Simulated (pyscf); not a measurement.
Thermochemistry of product channels of silyl (SiH₃•) + ethylene (H₂C=CH₂) on the doublet surface, in eV, from ωB97M-D3(BJ)/def2-TZVP energies (ideal gas, 1 atm, RRHO with modes under 100 cm⁻¹ raised to 100, one conformer, R ln 2 for chiral ones without a mode under 150 cm⁻¹). PySCF, gas phase, ωB97X-D3(BJ)/def2-SVP geometries.

```tsv
products	ΔE	ΔH(298 K)	ΔG(600 K)	ΔG(1200 K)
cyclic C₂H₆Si (SMILES C1C[SiH2]1) + H atom (H•)	+1.05	+0.96	+1.29	+1.52
H₂C=CH–SiH₃ + H atom (H•)	…	+0.59	+0.79	+0.88
H₂C=CH–SiH₂• + hydrogen (H₂)	+0.17	+0.06	+0.11	+0.07
silane (SiH₄) + acetylene (HC≡CH) + H atom (H•)	+2.70	+2.38	+1.85	+1.20
silylene (SiH₂) [singlet] + ethyl (•H₂C–CH₃)	+1.34	+1.32	+1.14	+0.95
•H₂C–CH₂–SiH₃	-1.05	-1.00	-0.20	+0.53
:HC–SiH₃ [triplet] + methyl (CH₃•)	+3.12	+2.95	+2.71	+2.38
H₃C–CH•–SiH₃	-1.15	-1.08	-0.32	…
silane (SiH₄) + vinyl (•HC=CH₂)	+0.90	+0.78	+0.76	…
```

Question: Fill in the missing entries.

Answer: 
- H₂C=CH–SiH₃ + H atom (H•), ΔE: +0.73
- H₃C–CH•–SiH₃, ΔG(1200 K): +0.38
- silane (SiH₄) + vinyl (•HC=CH₂), ΔG(1200 K): +0.72

The channel to •H₂C–CH₂–SiH₃ turns unfavourable between 298 and 1200 K (ΔG from -0.60 eV to +0.53 eV). The channel to H₃C–CH•–SiH₃ turns unfavourable between 298 and 1200 K (ΔG from -0.70 eV to +0.38 eV).

These are energies of the channels, which say nothing of barriers. •H₂C–CH₂–SiH₃ lies 0.87 eV over its isomer H₃C–SiH•–CH₃ (electronic energy, ωB97M-D3(BJ)/def2-TZVP). :HC–SiH₃ [triplet] lies 2.14 eV over its isomer H₃C–SiH: [singlet] (electronic energy, ωB97M-D3(BJ)/def2-TZVP).
